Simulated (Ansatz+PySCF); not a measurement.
A calculation with PySCF 2.14.0.

```python
from pyscf import gto, scf

mol = gto.M(atom="""
N 0.000000 0.000000 -1.289810
N 0.000000 0.000000 -0.073750
O 0.000000 0.000000 1.193120
""", basis='def2-svp', charge=0, spin=0)
mf = scf.RHF(mol)
mf.init_guess = 'huckel'
mf.kernel()
while True:  # follow internal instabilities
    mo, _, stable, _ = mf.stability(return_status=True)
    if stable: break
    mf.kernel(mf.make_rdm1(mo, mf.mo_occ))
print(mf.converged, mf.e_tot, mf.spin_square()[0])
```

The script is written out from the run's settings.

Output:

* Converged: yes
* Total energy: -183.47643 hartree
* Spin squared of the determinant: 0.000

Caution: an unrestricted determinant lies well below.
